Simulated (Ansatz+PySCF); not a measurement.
# singlet CH3F in separate pieces: levels of theory in one basis

```xyz
5

C     0.0000    0.0000   -0.6187
F     0.0000    0.0000    3.4716
H     0.0000   -1.0360   -0.9966
H    -0.8972    0.5180   -0.9966
H     0.8972    0.5180   -0.9966
```

Basis set: cc-pVDZ (spherical functions). Correlated methods keep 2 orbitals frozen. Charge 0, multiplicity 1.

Computed with Ansatz (development build ahead of 0.2.0); each method stands on the lowest determinant of its kind that the runs found. NEVPT2 correlates all electrons. Active spaces start from the frontier orbitals, and the lowest solution found is given.

```json
{"method": "RHF", "E − E(RHF) (eV)": "0.00", "<S²> of the determinant": "0.00"}
{"method": "UHF", "E − E(RHF) (eV)": "-6.11", "<S²> of the determinant": "1.01"}
{"method": "RHF-MP2", "E − E(RHF) (eV)": "-11.72", "<S²> of the determinant": "–"}
{"method": "UHF-MP2", "E − E(RHF) (eV)": "-13.40", "<S²> of the determinant": "1.01"}
{"method": "RHF-CCSD", "E − E(RHF) (eV)": "-13.11", "<S²> of the determinant": "–"}
{"method": "UHF-CCSD", "E − E(RHF) (eV)": "-14.32", "<S²> of the determinant": "1.01"}
{"method": "UHF-CCSD(T)", "E − E(RHF) (eV)": "-14.41", "<S²> of the determinant": "1.01"}
{"method": "RHF-CCSDT(Q)", "E − E(RHF) (eV)": "-14.61", "<S²> of the determinant": "–"}
{"method": "UHF-CCSDT(Q)", "E − E(RHF) (eV)": "-14.43", "<S²> of the determinant": "1.01"}
{"method": "CASSCF(2,2)", "E − E(RHF) (eV)": "-5.94", "<S²> of the determinant": "–"}
```

Task: What does SC-NEVPT2(2,2) give on the same scale?

Result: -13.53 eV. NEVPT2 here correlates all electrons, so it doesn't share the others' frozen core.

Task: Is a single determinant a sound starting point here?

Result: It is doubtful. Unrestricted orbitals lower Hartree–Fock by 6.11 eV and <S²> is 1.01 where a pure state has 0.00, a sign of strong static correlation. The CASSCF(2,2) natural occupations are 1.03, 0.97.

Caution for RHF, RHF-MP2, RHF-CCSD, RHF-CCSDT(Q): an unrestricted determinant lies well below. Caution for UHF, UHF-MP2, UHF-CCSD, UHF-CCSD(T), UHF-CCSDT(Q): the unrestricted determinant is a mixture of spin states. Caution for RHF-MP2, RHF-CCSD, RHF-CCSDT(Q): large amplitudes, a single reference is doubtful. Caution for UHF-MP2, UHF-CCSD, UHF-CCSD(T), UHF-CCSDT(Q): bonds are stretched, where a single reference can fail. Caution for RHF-CCSDT(Q): the amplitudes may be one of several solutions. Caution for UHF-CCSDT(Q): another reference gives a lower total.
